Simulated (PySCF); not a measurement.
Species: C₅H₁₁N (charge +1 and doublet state).
SMILES with atom numbers: `[CH3:1][CH2:2][C@@H:3]1[CH2:4][CH2:5][NH+:6]1` (hydrogens: H7, H8, H9 on C1; H10, H11 on C2; H12 on C3; H13, H14 on C4; H15, H16 on C5; H17 on N6)

Structure used (GFN2-xTB), in Å, numbered top down from 1:
```
atom  x, y, z in Å
C1     2.2625    0.0804    0.1584
C2     1.0255   -0.7724    0.3304
C3    -0.2156   -0.1072   -0.3355
C4    -0.8614    1.0907    0.3743
C5    -2.1039    0.2086    0.5237
N6    -1.4264   -0.8122   -0.1823
H7     2.1301    1.0765    0.5723
H8     3.0863   -0.3965    0.6903
H9     2.5531    0.1652   -0.8853
H10    0.7943   -0.9058    1.3886
H11    1.1705   -1.7533   -0.1236
H12    0.0631    0.0483   -1.3871
H13   -0.9963    1.9758   -0.2430
H14   -0.3904    1.3856    1.3087
H15   -3.0198    0.5591    0.0294
H16   -2.3974   -0.0636    1.5469
H17   -1.6812   -1.7671   -0.3895
```

The hyperfine couplings belong to this conformer and change with its torsions.

Level of theory: UKS B3LYP, pcH-1 on C H N, non-relativistic, mean-field spin-orbit, GIAO in PySCF. The structure is a single GFN2-xTB conformer in the gas phase; no vibrational or solvent corrections. A GFN2-xTB geometry isn't a minimum of the functional, and hyperfine couplings can be far from their values at a DFT geometry, by a factor of two or more for some ions and for spin on atoms past the first row.

Q: What are Nα, Nβ and the exact ⟨S²⟩?

A: Nα = 24, Nβ = 23 (47 in all), and S(S+1) = 0.75 for S = 1/2.

Mulliken spin populations, one withheld:

```csv
atom,bound to,population
C1,"C2, H7, H8, H9",+0.0120
C2,"C1, C3, H10, H11",+0.0896
C3,"C2, C4, N6, H12",-0.0320
C4,"C3, C5, H13, H14",+0.0094
C5,"C4, N6, H15, H16",-0.0466
N6,"C5, C3, H17",+0.7667
H7,C1,+0.0002
H8,C1,+0.0086
H9,C1,-0.0004
H10,C2,+0.0030
H11,C2,-0.0031
H12,C3,?
H13,C4,+0.0024
H14,C4,+0.0040
H15,C5,+0.0692
H16,C5,+0.0670
H17,N6,-0.0262
```

Q: Fill in the missing population.

A: The populations add up to Nα − Nβ = 1, and the others sum to 0.9238, so H12 holds +0.076.

Q: Sum the populations by element and by sign.

A: Nitrogen +0.77, hydrogen +0.20, carbon +0.03. The positive populations sum to 1.11, the negative ones to -0.11.

Q: The run gives ⟨S²⟩ = 0.7545. What does that say of the overlap of α and β orbitals, and of the weight of higher spin?

A: For a single determinant ⟨S²⟩ = S(S+1) + Nβ − Σ|⟨iα|jβ⟩|², so the squared overlaps of occupied orbitals sum to 23 − 0.0045 = 22.9955. If the quartet state (S + 1) were the only admixture, its weight would be 0.0045/(2S + 2) = 0.15 %.

Q: What Fermi-contact NMR shifts do the couplings of C1, C2, C3, C4, C5, N6, H7/H8/H9 imply at 250 K (Curie law, g = gₑ)?

A: δ = a_FC·h·gₑ μB S(S+1)/(3 g_N μN kT), with k/h = 20836.6 MHz/K:

```tsv
nuclei	isotope	a_FC (MHz)	g_N	contact shift (ppm)
C1	13C	-2.00	1.4048	-251
C2	13C	38.55	1.4048	+4841
C3	13C	-33.33	1.4048	-4186
C4	13C	0.83	1.4048	+105
C5	13C	-33.69	1.4048	-4232
N6	14N	36.37	0.4038	+15894
H7/H8/H9	1H	7.60	5.5857	+240
```

The shifts go as 1/T: at 300 K they are 0.833 times these. Entries for several nuclei are means.

Nuclei that the bonding pattern makes equivalent are averaged, as if the motion that swaps them (rotation, inversion, ring flip) were fast. The three 1H nuclei of mean +7.6 MHz run from -1.0 to 23.1 MHz in the frozen geometry.

β density exceeds α density at some nuclei, such as C5 (-0.0300), C3 (-0.0296) and H17 (-0.0123), spin density in bohr⁻³. In a single determinant that takes different orbitals for the two spins, that is spin polarisation.

Time: 44 s wall (grids of density and orbitals included); peak memory 0.96 GiB. Hardware: Arm Neoverse V2, one thread, no GPU, shared host with 96 logical CPUs at a one-minute load of 43.
